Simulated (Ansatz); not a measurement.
# C2H6N2: the cost of one run

The runs use Ansatz 0.2.0, Gaussian basis; the settings change from run to run.

## (1) The geometry

An earlier PBE0-D4 in a triple-zeta def2 set relaxation fixed the geometry.

SMILES `C=C(N)N`, 10 atoms, charge 0, spin multiplicity 1.

Atoms are counted from 1 here; the program's logs count them from 0.

Bond lengths: C1–C2 1.340 Å, C1–H5 1.081 Å, C1–H6 1.081 Å, C2–N3 1.391 Å, C2–N4 1.391 Å, N3–H7 1.010 Å, N3–H8 1.008 Å, N4–H9 1.010 Å, N4–H10 1.008 Å. Angles: C2–C1–H5 121.0°, C2–C1–H6 121.0°, H5–C1–H6 118.1°, C1–C2–N3 124.4°, C1–C2–N4 124.4°, N3–C2–N4 111.3°, C2–N3–H7 113.1°, C2–N3–H8 113.5°, H7–N3–H8 111.8°, C2–N4–H9 113.1°, C2–N4–H10 113.4°, H9–N4–H10 111.8°.

## (2) wB97M-V/def2-TZVPD

Options: the search for lower states set to off.

in.yaml reads:

```yaml
crystal:
  periodic: [false, false, false]
  atoms:
    - {symbol: C, position_ang: [-1.234642, 0.309993, -0.399367]}
    - {symbol: C, position_ang: [0.005245, -0.004326, -0.000714]}
    - {symbol: N, position_ang: [0.747084, -1.066634, -0.506563]}
    - {symbol: N, position_ang: [0.716736, 0.689526, 0.972465]}
    - {symbol: H, position_ang: [-1.795198, -0.350254, -1.046623]}
    - {symbol: H, position_ang: [-1.703989, 1.231346, -0.083262]}
    - {symbol: H, position_ang: [1.197957, -1.613752, 0.213455]}
    - {symbol: H, position_ang: [0.230510, -1.646933, -1.148025]}
    - {symbol: H, position_ang: [1.672245, 0.880157, 0.704658]}
    - {symbol: H, position_ang: [0.247151, 1.519777, 1.296877]}
basis:
  gaussian: {orbitals: def2-TZVPD}
hamiltonian: {xc: {name: wB97M-V}}
scf: {lower_state_search: off}
```

Command:

```bash
$ ansatz run in.yaml --threads 2 --pin off --events-out ev --progress --plain --max-ram 4352MiB
```

What time and memory should one allow on 2 threads of Intel Xeon 6975P-C, shared host?

About 4.4 s, with a peak of 0.52 GiB.
